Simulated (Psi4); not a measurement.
# The standard entropy of BF (SMILES [B]F) from a frequency calculation

A linear singlet with charge 0, relaxed at PBE-D3(BJ)/def2-SVP (density fitting) (Psi4 1.11):

```xyz
2

B     0.0000    0.0000   -0.0166
F     0.0000    0.0000    1.2579
```

Harmonic wavenumbers in cm⁻¹: 1374.

Masses in u: B 10.81, F 18.998. Take T = 298.15 K, p = 1 bar, R = 8.3145 J/(mol K), kT/hc = 207.22 cm⁻¹, rigid rotor and harmonic oscillator.

**Question.** Compute the standard molar entropy.

**Answer.** 
1. Translation (Sackur–Tetrode): S = R[3/2 ln M + 5/2 ln T − 1.1517] with M = 29.808 gives 151.2 J/(mol K).
2. Rotation: the moment of inertia is 11.191 u Å², so B = 16.8576/I = 1.5063 cm⁻¹; σ = 1; q = kT/(σhcB) = 137.6; S = R(ln q + 1) = 49.3.
3. Vibration: with u = ν̃/207.22, each mode gives R[u/(eᵘ − 1) − ln(1 − e⁻ᵘ)]; the sum is 0.1.
4. Spin: R ln 1 = 0.0.
5. Sum: 151.2 + 49.3 + 0.1 + 0.0 = 200.6 J/(mol K).

No measured value is set beside it here.
